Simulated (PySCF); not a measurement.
Compound: methylsilane, CH₆Si.
SMILES: `C[SiH3]`

Level of theory: CAM-B3LYP/def2-SVPD in PySCF (dipole) on a GFN2-xTB geometry, gas phase.

Masses are those of the commonest isotopes; rigid-rotor values at the optimised geometry. 

(1) Give the principal moments of inertia and the rotational constants in MHz.

(2) What kind of rotor is it?

(3) Where do the R-branch lines fall?

(4) Estimate the classical rotational partition function at 25 K and 200 K.

## Answers

(1) Ia = 8.86, Ib = 46.87, Ic = 46.87 u·Å²; 505379 MHz·u·Å²/I gives A = 57027, B = 10783, C = 10783 MHz.

(2) A prolate symmetric top, as the point group C3v requires two equal moments: κ = (2 × 10783 − 57027 − 10783)/(57027 − 10783) = -1.00.

(3) The dipole of 0.57 D lies along the symmetry axis, so ΔK = 0 and J+1 ← J falls at 2B(J+1) for every K: 21.57 GHz, 43.13 GHz, 64.70 GHz, 86.27 GHz, 107.83 GHz for J = 0 to 4.

(4) Point group C3v, symmetry number σ = 3; q = (√π/σ)·√((kT/h)³/(ABC)), k/h = 20836.6 MHz/K: 86.3 at 25 K, 1950 at 200 K.

No GFN2-xTB frequencies stand behind this structure, so it isn't proved a minimum. Zero-point vibration and centrifugal distortion are left out.

The run took 5.2 s of wall time on an x86-64 server with one thread, no GPU (shared host). This is the CAM-B3LYP/def2-SVPD job that gave the dipole, with the excitations it also computed.
